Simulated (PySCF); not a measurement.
BCl3, SMILES ClB(Cl)Cl. Geometry: TPSSh-D3(BJ)/def2-SVP. The isomer is the one that the SMILES or the coordinates give; other isomers of the formula were not compared.

TDDFT-PBE/def2-SVPD (PySCF) puts the lowest singlet excitations at 5.04, 5.95, 5.95, 6.47, 6.47, 7.15 eV.

Q: What are the lowest excitation roots from ADC(2)/aug-cc-pVDZ (PySCF)? (Estimate from the structure and the level; the computed values follow.)

A: 6.08, 7.04, 7.04, 7.22, 7.22, 8.15 eV. S1 differs by 1.04 eV (second minus first; roots are paired by order, and the bases may differ).
